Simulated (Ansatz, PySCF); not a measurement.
Species: AlF$_{3}$ (charge 0, singlet). 
Coordinates optimised at B3LYP-D3(BJ)/def2-TZVP (Ansatz, a program for electronic structure):
```
Al
F 1 1.6342
F 1 1.6342 2 120.00
F 1 1.6342 2 120.00 3 -180.00
```

Total electronic energies in hartree. Correlated levels leave the core frozen unless marked. No spin-orbit coupling. Non-relativistic. CBS marks a two-point X^-3 extrapolation of the correlation energy; Hartree-Fock from the larger set.

```tsv
level	program	energy (Eh)
HF/STO-3G	Ansatz	-533.24713
HF/6-31G*	Ansatz	-540.45003
HF/aug-cc-pV(T+d)Z	Ansatz	-540.60968
HF/cc-pV(Q+d)Z	Ansatz	-540.63548
RI-HF/cc-pV(Q+d)Z	Ansatz	-540.63535
BLYP/def2-TZVPD	Ansatz	-542.32868
TPSS/def2-TZVPD	PySCF	-542.36586
M06-L-D4/def2-TZVPD	PySCF + dftd4	-542.27553
r2SCAN-D4/def2-TZVPD	Ansatz + dftd4	-542.19177
PBE0/STO-3G	Ansatz	___
BHLYP/def2-TZVPD	Ansatz	-542.23714
TPSSh-D3(BJ)/def2-TZVPD	PySCF + dftd3	-542.33139
r2SCAN0-D4/def2-TZVPD	Ansatz + dftd4	-542.14570
PW6B95-D3(BJ)/def2-TZVPD	PySCF + dftd3	-542.87667
CAM-B3LYP/def2-TZVPD	Ansatz	-542.28458
RI-MP2/cc-pV(T+d)Z	Ansatz	-541.43194
SCS-MP2/6-31G	Ansatz	-540.72992
SCS-MP2/cc-pV(T+d)Z	Ansatz	-541.40774
SCS-MP2/cc-pwCVTZ	Ansatz	-541.43488
CCSD/6-31G	Ansatz	-540.74168
CCSD/cc-pV(T+d)Z	Ansatz	-541.42805
CCSD(T)/6-31G*	Ansatz	-541.03460
CCSD(T)/CBS(cc-pV(T+d)Z,cc-pV(Q+d)Z)	Ansatz	-541.6194
```

What belongs in the gaps?


- PBE0/STO-3G, energy (Eh): -534.44084
